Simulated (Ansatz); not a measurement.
Geometry optimisation, Ansatz 0.2.0, RKS BLYP/def2-SVP.

input.yaml

```yaml
crystal:
  periodic: [false, false, false]
  atoms:
    - { symbol: F, position_ang: [-0.2025, -0.823, -1.507] }
    - { symbol: C, position_ang: [0.4259, -0.1324, -0.5315] }
    - { symbol: C, position_ang: [-0.2448, 0.2313, 0.6232] }
    - { symbol: F, position_ang: [-1.5456, -0.0699, 0.8048] }
    - { symbol: H, position_ang: [1.4128, 0.0394, -0.7417] }
    - { symbol: H, position_ang: [0.1891, 0.7635, 1.4324] }
basis:
  gaussian: { orbitals: def2-SVP }
hamiltonian:
  xc: blyp
relax:
  f_tol: 0.02
  max_steps: 40
scf:
  lower_state_search: "off"
```

Launched with:

```bash
$ ansatz run input.yaml --threads 1 --pin off --max-ram 2048MiB --backend cpu --events-out ev --progress --plain --runs-dir out
```

Task: Where does it end, and by what steps?

Result: The forces met the threshold. After 5 steps the energy has fallen by 0.199 eV; H5 moved furthest, 0.07 Å.

```tsv
step	energy less start (eV)	largest force component (eV/Å)	accepted
0	0.0000	4.069	yes
1	-0.1771	1.066	yes
2	-0.1946	0.101	yes
3	-0.1972	0.105	yes
4	-0.1984	0.070	yes
5	-0.1988	0.005	yes
```

```xyz
6
Properties=species:S:1:pos:R:3
F -0.207 -0.832 -1.529
C 0.383 -0.154 -0.525
C -0.263 0.212 0.596
F -1.562 -0.063 0.824
H 1.445 0.081 -0.690
H 0.239 0.766 1.404
```

Whether the end is a true minimum wasn't checked by a vibrational analysis.

Run time: 4.2 s on 1 thread of Intel(R) Xeon(R) Platinum 8488C (Sapphire Rapids) (shared host), peak memory 0.13 GiB.
